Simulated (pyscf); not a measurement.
## Routes from H₂P–Ga [singlet] + hydrogen (H₂)

Candidate steps break at most two bonds and form at most two. Each was searched with GFN2-xTB (tblite) first. Optimised with ωB97X-D3(BJ)/def2-SVP in PySCF. Energies: ωB97M-D3(BJ)/def2-TZVP, kcal/mol, from the separated reactants, singlet surface; ΔG‡ with ideal gas, 1 atm, RRHO with modes under 100 cm⁻¹ raised to 100, one conformer, R ln 2 for chiral ones without a mode under 150 cm⁻¹.

```tsv
products	type	ΔE‡	ΔE	ΔG‡ 298 K	ΔG‡ 900 K	ν‡ (cm⁻¹)
PH₃ + GaH [singlet]	four-centre exchange	23.9	+9.7	31.7	48.7	1288i
HP=GaH + H₂	concerted two-bond exchange	69.5	+17.6	76.8	94.5	1534i
```

Row 1: On the product side the descent ends in an adduct with a Ga–P contact, 9.8 kcal/mol under the separated species and 20.6 kcal/mol under the saddle at ωB97X-D3(BJ)/def2-TZVP. 

Plain bond fissions and candidates not yet searched are not listed, and one of them may be faster. Each barrier is that of the saddle found; lower ones may exist. Elements up to Kr have no core potential and no relativistic terms here.
